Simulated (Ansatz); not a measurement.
Reaction (SMILES): F (HF) → HF+ (doublet, bonded as F) + e-
B3LYP-D3(BJ)/def2-TZVP geometries, fixed; electronic energies without zero-point terms.
Largest species:
```xyz
2

F      0.0000     0.0000    -0.0925
H      0.0000     0.0000     0.8321
```

Core correlation in the adiabatic ionisation energy at MP2 with Ansatz (a first-principles code), in eV: frozen core against all electrons. Core-valence sets carry the plain set on hydrogen. Open shells are unrestricted.

| basis | functions, most | frozen core |
|---|---|---|
| cc-pVDZ | 19 | 15.470 |
| cc-pCVDZ | 23 | 15.479 |
| cc-pVTZ | 44 | 16.034 |
| cc-pwCVTZ | 57 | 16.038 |
| cc-pCVTZ | 57 | 16.037 |
| cc-pVQZ | 85 | 16.235 |
| cc-pwCVQZ | 114 | 16.238 |
| cc-pCVQZ | 114 | 16.237 |

Problem. How large is the core term in each set?

Solution. The largest core-valence set, cc-pCVQZ, gives a core term of 0.014 eV; the valence set cc-pVQZ, which lacks functions for the core, gives 0.016. By row: cc-pVDZ 0.005, cc-pCVDZ 0.007, cc-pVTZ 0.015, cc-pwCVTZ 0.013, cc-pCVTZ 0.013, cc-pVQZ 0.016, cc-pwCVQZ 0.014, cc-pCVQZ 0.014.
